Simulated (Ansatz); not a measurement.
Relaxation of AlH₄OSi (7 atoms, charge 0, multiplicity 2), to a largest force component of 0.015 eV/Å in at most 40 steps.

Theory: UKS BLYP-D4/def2-SVP in Ansatz.

```xyz
7
Properties=species:S:1:pos:R:3:forces:R:3
O -1.818 -1.750 0.264 -3.68 -1.10 -1.11
Al -0.368 -1.332 0.714 3.54 1.39 0.88
Si 0.223 0.851 -0.464 -0.63 -0.23 -0.03
H 0.942 -1.542 1.524 0.36 -0.43 0.49
H 1.667 0.896 -0.678 0.77 -0.05 -0.07
H -0.496 0.901 -1.742 -0.23 0.06 -0.53
H -0.193 1.986 0.378 -0.14 0.35 0.38
```

Where does it end, and by what steps?

The forces met the threshold. After 6 steps the energy has fallen by 0.424 eV; H4 moved furthest, 0.52 Å.

```tsv
step	energy less start (eV)	largest force component (eV/Å)	accepted
0	0.0000	3.678	yes
1	-0.2725	2.053	yes
2	-0.3797	0.447	yes
3	-0.4021	0.315	yes
4	-0.4175	0.173	yes
5	-0.4243	0.030	yes
6	-0.4245	0.008	yes
```

```xyz
7
Properties=species:S:1:pos:R:3
O -1.713 -1.561 0.188
Al -0.151 -1.259 0.772
Si 0.189 0.873 -0.517
H 0.828 -1.970 1.803
H 1.654 1.040 -0.821
H -0.593 0.878 -1.792
H -0.257 2.009 0.361
```

Whether the end is a true minimum wasn't checked by a vibrational analysis.

Run time: 40 s on 1 thread of Arm Neoverse N1, on a shared host, peak memory 0.16 GiB.
